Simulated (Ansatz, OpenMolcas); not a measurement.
# Heat of formation of BH3 (borane) from total energies

The species is BH3 (4 atoms), meant as a singlet with charge 0. SMILES: `B`. The shape is that of a PBE0-D4/def2-TZVP optimisation.

Total energies at CCSD(T)/def2-TZVPPD, 1 core orbital frozen (OpenMolcas 26.06); the atoms run unrestricted:

| species | state | energy (Eh) |
| --- | --- | --- |
| BH3 | singlet | -26.538544 |
| B | doublet | -24.598009 |
| H | doublet | -0.499810 |

Harmonic wavenumbers at PBE0-D4/def2-TZVP, in cm⁻¹: 1147, 1190, 1190, 2557, 2697, 2697.

Measured heats of formation of the gaseous atoms at 298.15 K, in kJ/mol: B 570.3, H 218.0. Take 1 Eh = 2625.50 kJ/mol, 1 cm⁻¹ = 0.0119627 kJ/mol, RT = 2.479 kJ/mol.

Q: What heat of formation follows?

A: 
1. Electronic atomisation energy: (-24.598009) + 3 × (-0.499810) − (-26.538544) = 0.441105 Eh = 1158.1 kJ/mol.
2. Zero-point energy: half the sum of the wavenumbers, 5739 cm⁻¹ = 68.7 kJ/mol.
3. Thermal vibrational enthalpy, Σ hcν̃/(exp(hcν̃/kT) − 1): 0.1 kJ/mol. Translation, rotation and pV of a non-linear molecule: 4 RT = 9.9 kJ/mol.
4. The 4 free atoms carry 5/2 RT each: 24.8 kJ/mol.
5. Atomisation enthalpy at 298 K: 1158.1 − 68.7 − 0.1 − 9.9 + 24.8 = 1104.2 kJ/mol.
6. Sum of the atoms' heats of formation: 1224.3 kJ/mol. Heat of formation: 1224.3 − 1104.2 = +120.1 kJ/mol.

No measured value is set beside it here. Anharmonicity and any spin-orbit splitting of the molecule are left out, and so is core correlation.
